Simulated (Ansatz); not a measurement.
# hcp Sc

The numbers are results of r²SCANh (plane waves, PAW; Ansatz, a program for electronic structure), not measurements.

Settings: plane-wave cutoff 520 eV, 9×9×6 k mesh (along the axes of the cell as run), Fermi–Dirac smearing 0.05 eV, scalar-relativistic PAW data made under PBE.

Cell (relaxed at this level):

```cif
data_Sc2
_chemical_formula_sum 'Sc2'
_space_group_name_H-M_alt 'P63/mmc'
_space_group_IT_number 194
_space_group_name_Hall '-P 6c 2c'
_cell_length_a 3.33391
_cell_length_b 3.33391
_cell_length_c 5.20655
_cell_angle_alpha 90.000
_cell_angle_beta 90.000
_cell_angle_gamma 120.000
loop_
_atom_site_label
_atom_site_type_symbol
_atom_site_symmetry_multiplicity
_atom_site_Wyckoff_symbol
_atom_site_fract_x
_atom_site_fract_y
_atom_site_fract_z
_atom_site_occupancy
Sc1 Sc 2 c 0.33333 0.66667 0.25000 1
```

| Item | Value |
|---|---|
| lattice parameter a | 3.334 Å |
| lattice parameter c | 5.207 Å |

Measured, for comparison: lattice constant a 3.309 Å, lattice parameter c 5.268 Å (293 K, not corrected to a static lattice; as tabulated in Wikipedia's data pages). Computed (rounded) less measured: lattice constant a +0.8 %, lattice parameter c -1.2 %. A static lattice is as a rule a little smaller and stiffer than an uncorrected measurement, which narrows the difference in the lattice parameter c and would widen misses of the other sign.
